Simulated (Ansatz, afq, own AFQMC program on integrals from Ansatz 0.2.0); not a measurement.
Two steps: Ansatz 0.2.0 writes the Fock matrix and Cholesky factors of the valence space, and afq projects on them the lowest state that overlaps trial and start.

```yaml
crystal:
  periodic: [false, false, false]
  atoms:
    - {symbol: Si, position_ang: [0.000000, 0.000000, 0.000000]}
    - {symbol: O, position_ang: [0.000000, 0.000000, 1.508831]}
basis:
  gaussian: {orbitals: 6-31G}
magnetization: {spin_polarized: false}
correlation: {method: ccsd_t, electrons: outside_noble_gas, hamiltonian_folder: ham}
```

```sh
$ ansatz run in.yaml --threads 1 --pin off --events-out ev --progress --plain --max-ram 16896MiB --backend cuda --devices 0, --max-vram 18GiB
```

afq runs on the folder ham with

```
--method free --trial cisd --walkers 4000 --time-step 0.03 --max-blocks 4000 --target-error 0.00038 --factor-cut 1e-05 --seed 2212 --times 0,0.21,0.42,0.81,1.2,1.8,2.4,3 --taylor-order 8
```

Times are imaginary, in 1/Eh. The walk had a cap of 61 s.

Output of the walk:

```
orbitals 16  electrons 5 5  factors 87 of 216
reference energy -363.70072521 Eh
CCSD correlation -0.19145056 Eh in 11 cycles, weight of the determinant in the CISD state 0.8931
repeat  energy at the last time / Eh  error
    10  -363.902327  0.000213
    20  -363.902464  0.000143
    30  -363.902569  0.000142
time / (1/Eh)  energy / Eh  error  mean overlap
  0.00  -363.892182  0.000141  1.1196
  0.21  -363.896251  0.000118  1.1195
  0.42  -363.898364  0.000116  1.1196
  0.81  -363.900197  0.000126  1.1230
  1.20  -363.901124  0.000111  1.1269
  1.80  -363.901623  0.000122  1.1359
  2.40  -363.902280  0.000140  1.1423
  3.00  -363.902492  0.000157  1.1503
energy -363.902492 +/- 0.000157 Eh
```

The run failed at least one of its tests; the cautions name the faults.

Against this walk (error 4.3 meV) on the same determinant: CCSD(T) 25.4 meV higher, CCSDT(Q) 20.0 meV lower, CCSDTQ 14.5 meV lower, full CI 12.9 meV lower. The error is statistical, and a free projection of finite length keeps a remainder of its start. The projection is still falling at its last time (meV from the last point: 62 ± 3 at 0.81, 37 ± 3 at 1.20, 24 ± 3 at 1.80, 6 ± 4 at 2.40, 0 ± 4 at 3.00), so its energy is a cut-off value, and the gaps above aren't errors of the other methods. Full CI is exact here, so the walk's 13 meV above it is the walk's own error: what remains of the start.

Cautions: remainder of the start not in the error; start not forgotten; raised T1 diagnostic (T1 0.033, weight of the determinant 0.89, largest double 0.08).

The walk took 9.6 s on 1 × NVIDIA H100 80GB HBM3 with 2 threads of AMD EPYC 7R13 Processor (Zen 3), on a shared host (the card was shared). The log's last line is the free-projection energy.

CCSDT and higher add their correlation energy to the determinant of the CCSD(T) run, since their own runs factorise the integrals more tightly (a shift of under 2 meV). A walk keeps the symmetry of its determinant, which the program's search chose and which needn't be the lowest solution, so a lower state of the same spin and another symmetry isn't excluded.
